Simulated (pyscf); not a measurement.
Optimised with ωB97X-D3(BJ)/def2-SVP in PySCF.

Task: For the elementary gas-phase step Cl–GeH₃ + chlorine (Cl–Cl) -> Cl–GeH₂–Cl + hydrogen chloride (HCl) (singlet surface; Ge–H, Cl–Cl broken, Cl–Ge, Cl–H formed), what barrier and reaction energy does PBE0-D3(BJ)/def2-TZVP give, measured from the separated reactants?

Result: ΔE‡ = 57.1 kcal/mol, ΔE = -57.9 kcal/mol. ωB97M-D3(BJ)/def2-TZVP gives 66.5 kcal/mol and -57.7 kcal/mol. Zero-point energy shifts the barrier by -2.1 kcal/mol. It is a four-centre exchange, with an imaginary mode of 2043i cm⁻¹. The same reactants have a lower exit, to Cl• + Cl• + Cl–GeH₃ (no saddle counted: cutting one bond costs +58.8 kcal/mol at ωB97M-D3(BJ), against +66.5 kcal/mol here). One saddle was located; it need not be the lowest between these sides. A restricted solution here is unstable towards spin polarisation, so biradical character is likely and single-reference numbers are less safe. Elements up to Kr have no core potential and no relativistic terms here.
